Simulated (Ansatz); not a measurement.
# CaNi$_{2}$: experiment and calculation

**Measured values to compare with.**

From “Nearly itinerant ferromagnetism in CaNi2 and CaNi3”, 2012, arxiv:1204.6355, for a powder of CaNi2: lattice constant a 7.252 ± 0.006 Å.

How close the calculation comes is told below.

Computed with DFT r2SCAN, scalar-relativistic, plane waves, PAW in Ansatz.

Settings: cutoff 500 eV, Γ-centred mesh 10×10×10 on the computed 6-atom cell, Gaussian smearing of 0.10 eV; no spin polarisation.

Relaxed structure, symmetry kept:

```cif
data_structure
_symmetry_space_group_name_H-M 'P 1'
_symmetry_Int_Tables_number 1
_cell_length_a 5.0311
_cell_length_b 5.0311
_cell_length_c 5.0311
_cell_angle_alpha 60.000
_cell_angle_beta 60.000
_cell_angle_gamma 60.000
_cell_volume 90.05
loop_
_atom_site_label
_atom_site_type_symbol
_atom_site_fract_x
_atom_site_fract_y
_atom_site_fract_z
_atom_site_occupancy
Ca1 Ca 0.00000 0.00000 0.00000 1
Ca2 Ca 0.25000 0.25000 0.25000 1
Ni1 Ni 0.62500 0.62500 0.62500 1
Ni2 Ni 0.12500 0.62500 0.62500 1
Ni3 Ni 0.62500 0.12500 0.62500 1
Ni4 Ni 0.62500 0.62500 0.12500 1
```

| Quantity | Value |
| --- | --- |
| Space group | Fd-3m (No. 227) |
| Volume per atom | 15.01 Å³ |
| Formation energy from the elements' standard states (uncorrected) | -0.119 eV/atom |
| Generalised Kohn–Sham band gap | none (metal) |
| Density of states at the Fermi level | 6.23 states/eV per cell |
| Löwdin character within 0.5 eV of the Fermi level | Ni 3d 72 %, Ca 4s 10 %, Ni 4s 7 %, unprojected 11 % |
| Bulk modulus | 102 GPa |
| Its pressure derivative | 4.4 |
| Bader charges (e) | Ca (2 in the cell) 1.25, Ni (4 in the cell) -0.63 |

Spin polarisation was left out, and a magnetic state may lie lower.

A ferromagnetic start lost its moments in a first run, so spin was left out; other magnetic orders weren't tried.

A measured lattice constant a of CaNi2 is 7.252 Å (powder; the paper above); the calculated 7.115 Å misses it by -1.9 %. 2 values of this kind are on record (7.251 to 7.252 Å); this one was drawn at random, those with a stated uncertainty first. The calculation is for 0 K without zero-point motion. The calculated magnetic order may not be the real one, and cell, gap and energy hang on it, so these differences aren't the functional's alone.

Cost: 6 runs of about 7.9 core-minutes in all, on Arm Neoverse V1 (shared hosts).